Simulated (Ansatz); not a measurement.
Compare A (`C1NCO1`) with its isomer B (`C/C=N/O`).

Calculated with Ansatz (gas phase, PBE0-D4/def2-TZVP geometries, no zero-point term in ΔE). CBS: MP2 limit from def2 TZ/QZ plus the TZ coupled-cluster correction, frozen cores. Functionals use def2-TZVPP. B3LYP here is the variant with VWN-RPA as its local correlation; programs differ in this. Each species was taken in one conformer, which may not be the lowest.

Q: Which is lower in electronic energy at CCSD(T)/CBS, and by how much? (Best estimate.)

A: The calculation gave: A, by 0.4 kJ/mol. So small a gap doesn't settle the order.

Q: Give E(B) − E(A) in kJ/mol with CCSD(T)/def2-TZVPP, ωB97M-V, CCSD(T)/def2-SVP, B3LYP-D4, MP2/def2-TZVPP, B2PLYP, B3LYP. (Estimate.)

A: Ansatz gave: CCSD(T)/def2-TZVPP 1.6, ωB97M-V 4.7, CCSD(T)/def2-SVP -3.9, B3LYP-D4 -11.3, MP2/def2-TZVPP 7.6, B2PLYP -6.4, B3LYP -13.0. The order is the other way round with CCSD(T)/def2-SVP, B3LYP-D4, B2PLYP, B3LYP.

Q: Does the order hold for the free energy at 298.15 K (harmonic terms from PBE0-D4)? (Estimate.)

A: Ansatz gave: No: G(B) − G(A) = -9.1 kJ/mol, for one conformer each.

Largest T1 diagnostic: 0.013.

At CCSD(T), def2-SVP lies −4.3 kJ/mol from the extrapolated value and def2-TZVPP +1.3 kJ/mol. In def2-TZVPP, CCSD(T) changes the Hartree–Fock value by −17.8 kJ/mol (the triples alone add −5.9 kJ/mol) and MP2 by −11.8 kJ/mol.
